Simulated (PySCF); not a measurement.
# Single point on NaH⁻

State: ²Σ⁺ (doublet), unpaired electrons σ ↑.

An equivalent input (the run itself took its basis sets from the Basis Set Exchange, started from a PBE0 density and held the occupation σ 5α 4β, πx 1α 1β, πy 1α 1β):

```python
from pyscf import gto, dft
mol = gto.M(atom='Na 0 0 0; H 0 0 2.022', basis={'Na': 'aug-pcseg-1', 'H': 'aug-pcseg-1'},
            charge=-1, spin=1, verbose=4, symmetry='C2v')
mf = dft.UKS(mol, xc='PBE_R,PBE')
mf.grids.atom_grid = (80, 434)
mf.grids.prune = dft.gen_grid.treutler_prune
mf.irrep_nelec = {'A1': (5, 4), 'B1': (1, 1), 'B2': (1, 1)}
mf.conv_tol = 1e-9
mf.max_cycle = 60
mf.diis_space = 10
mf.kernel()
```

The log (some set-up lines and the per-cycle HOMO/LUMO lines removed):

```
******** <class 'pyscf.dft.uks_symm.SymAdaptedUKS'> ********
method = SymAdaptedUKS
damping factor = 0
level_shift factor = 0
DIIS = <class 'pyscf.scf.diis.CDIIS'>
diis_start_cycle = 1
diis_space = 10
diis_damp = 0
SCF conv_tol = 1e-09
SCF conv_tol_grad = None
SCF max_cycles = 60
number electrons alpha = 7  beta = 6
Set gradient conv threshold to 3.16228e-05
init E= -162.819295421032
cycle= 1 E= -162.81975558382  delta_E= -0.00046  |g|= 0.00512  |ddm|= 0.13
cycle= 2 E= -162.819717388913  delta_E= 3.82e-05  |g|= 0.00662  |ddm|= 0.0594
cycle= 3 E= -162.819799882386  delta_E= -8.25e-05  |g|= 0.00081  |ddm|= 0.027
cycle= 4 E= -162.819800871452  delta_E= -9.89e-07  |g|= 6.38e-05  |ddm|= 0.00256
cycle= 5 E= -162.819800883223  delta_E= -1.18e-08  |g|= 3.29e-05  |ddm|= 0.0011
cycle= 6 E= -162.819800886211  delta_E= -2.99e-09  |g|= 4.49e-06  |ddm|= 0.000451
cycle= 7 E= -162.819800886288  delta_E= -7.74e-11  |g|= 5.76e-07  |ddm|= 0.000105
Extra cycle  E= -162.819800886289  delta_E= -1.99e-13  |g|= 6.85e-07  |ddm|= 1.04e-05
converged SCF energy = -162.819800886289  <S^2> = 0.751002  2S+1 = 2.0010017
```

Repeating this along the bond gives Re = 2.045 Å and ωe = 862 cm⁻¹.

A point of this curve took 0.12 CPU seconds beside 0.011 for the integrals, on Intel Xeon 6975P-C (shared host).

The highest Kohn–Sham level is positive in this anion. Much of that is self-interaction error, but it also means that the finite basis helps to hold the extra electron. The state is the lowest determinant that a PBE0 search found; another state may lie lower at other levels.
